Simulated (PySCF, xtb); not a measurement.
CHO, SMILES [CH]=O (connectivity only; charge and spin as stated), charge +1, multiplicity 1.

GFN2-xTB (xtb) at its own geometry gives an orbital gap of 7.21 eV.

Geometry optimised at B3LYP-D3(BJ)/def2-TZVPD. The isomer is the one that the SMILES or the coordinates give; other isomers of the formula were not compared.

**Question.** What does PySCF with PBE0/def2-TZVPD give? (The exact figures need the calculation; the answer reports its results.)

**Answer.** gap 12.78 eV (levels -22.88 and -10.11 eV).
